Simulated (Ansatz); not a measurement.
# AlPN (doublet): wave-function methods side by side, def2-QZVPP

An exercise on one series of results from a longer session: the logs are not shown, and one member is left open.

Method: def2-QZVPP, core rule «outside noble gas», up to 11 orbitals frozen; program: Ansatz 0.2.0, Gaussian basis.

To be run: UHF; ROHF; CCSD(T) on UHF.

## The system

The geometry is a PBE0/def2-TZVP stationary point (not a proven minimum) of the parent state, kept for this charge and spin.

3 atoms, charge 0, spin multiplicity 2.

Atoms are counted from 1 here; the program's logs count them from 0.

Bond lengths: Al1–P2 2.360 Å, Al1–N3 1.763 Å, P2–N3 1.687 Å. Angles: P2–Al1–N3 45.5°, Al1–P2–N3 48.2°, Al1–N3–P2 86.3°.

Geometry (Å):

```xyz
3

Al    0.00000    0.25345    1.25432
P     0.00000    0.23716   -1.10541
N     0.00000   -1.01266    0.02820
```

The first run:

The input, in.yaml:

```yaml
crystal:
  periodic: [false, false, false]
  atoms:
    - {symbol: Al, position_ang: [0.000000, 0.253448, 1.254324]}
    - {symbol: P, position_ang: [0.000000, 0.237157, -1.105408]}
    - {symbol: N, position_ang: [0.000000, -1.012664, 0.028204]}
basis:
  gaussian: {orbitals: "def2-QZVPP.json"}
magnetization: {spin_polarized: true, initial_magnetization: 1}
hamiltonian: {xc: hf}
output: {orbitals: {seedname: orbitals}}
```

The run is started by

```
$ ansatz run in.yaml --threads 1 --pin off --events-out ev --progress --plain --max-ram 2393MiB
```

Among the steps run: UHF; ROHF; CCSD(T) on UHF.

One table of the session follows, with a row left open; its other results are not shown here.

| method | from UCCSD(T) (kJ/mol) |
| --- | --- |
| ROHF | ? |
| UHF | +1175.8 |
| UMP2 | +185.1 |
| UCCSD | +76.6 |
| UCCSD(T) | 0 |

Q: Estimate the row for ROHF from the others.

As computed: from UCCSD(T) (kJ/mol): +1218.3. In the column «from UCCSD(T) (kJ/mol)» it is the highest.

To keep in mind: The determinant is far from a pure spin state, so its energy mixes those of several spin states (harmless only where they are near-degenerate, as at dissociation). Warnings: spin contamination; coupled cluster took another determinant than the lowest.
